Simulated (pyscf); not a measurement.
Thermochemistry of product channels of H₃Si–PH₂ + SiH₄ on the singlet surface, in kcal/mol, from ωB97M-D3(BJ)/def2-TZVP energies (ideal gas, 1 atm, RRHO with modes under 100 cm⁻¹ raised to 100, one conformer, R ln 2 for chiral ones without a mode under 150 cm⁻¹). PySCF, gas phase, ωB97X-D3(BJ)/def2-SVP geometries.

```
products              ΔE  ΔH(298 K)  ΔG(900 K)  ΔG(1200 K)
------------------  ----  ---------  ---------  ----------
H₃Si–SiH₂–PH₂ + H₂   ___       +3.8       +4.3        +3.6
H₃Si–PH–SiH₃ + H₂   -0.5       -1.7       +0.2        -0.1
```

Some entries are withheld; supply them.


- H₃Si–SiH₂–PH₂ + H₂, ΔE: +5.2

These are energies of the channels, which say nothing of barriers.
